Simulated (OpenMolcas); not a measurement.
A ladder of methods for BH3O (BH2(OH))

BH3O has 5 atoms, charge 0, and is taken as a singlet. SMILES: `[H]B([H])O`. The coordinates come from a GFN2-xTB relaxation.

```xyz
5

B     0.2710    0.3025   -0.1085
H     1.4036    0.3900   -0.3956
H    -0.4329    1.2514   -0.0807
O    -0.1594   -0.9187    0.1745
H    -1.0822   -1.0252    0.4103
```

Quantity: the energy change with the O4–H5 bond stretched from 0.958 to 1.677 Å, in eV. The values are calculated.

| level | kind | program | value (eV) | less FCI/STO-3G | CPU time (all runs) |
| --- | --- | --- | --- | --- | --- |
| HF/STO-3G (restricted) | Hartree–Fock | OpenMolcas | 5.32 | +2.45 | 3.2 s |
| SVWN5/STO-3G (restricted) | LDA | OpenMolcas | 3.24 | +0.37 | 8.7 s |
| PBE0/STO-3G (restricted) | global hybrid | OpenMolcas | 3.73 | +0.86 | 8.2 s |
| MP2/STO-3G (restricted) | perturbation theory | OpenMolcas | 3.78 | +0.91 | 3.3 s |
| CASPT2(2,2)/STO-3G | multireference | OpenMolcas | 2.85 | -0.02 | 3.4 s |
| CASSCF(2,2)/STO-3G | multireference | OpenMolcas | 2.78 | -0.09 | 3.7 s |
| CCSD(T)/STO-3G (restricted) | coupled cluster or CI | OpenMolcas | 2.89 | +0.02 | 4.4 s |
| CISD/STO-3G (restricted) | coupled cluster or CI | OpenMolcas | 3.28 | +0.41 | 3.6 s |
| FCI/STO-3G | exact in the basis | OpenMolcas | 2.87 | 0.00 | 28 s |

FCI/STO-3G is exact within its basis and frozen core, so for wave-function methods in that basis the difference is their error; functionals converge differently with the basis, so for them it is only a difference. Spin-restricted single references rise too steeply as a bond breaks, Hartree–Fock most of all. The first shape isn't each level's own minimum. The values span 2.78 to 5.32 eV. All rows use very small basis sets, so even the best lies far from the true value. Times are those of the runs behind each value, whatever else they computed, on shared processors of several kinds: orders of magnitude only.
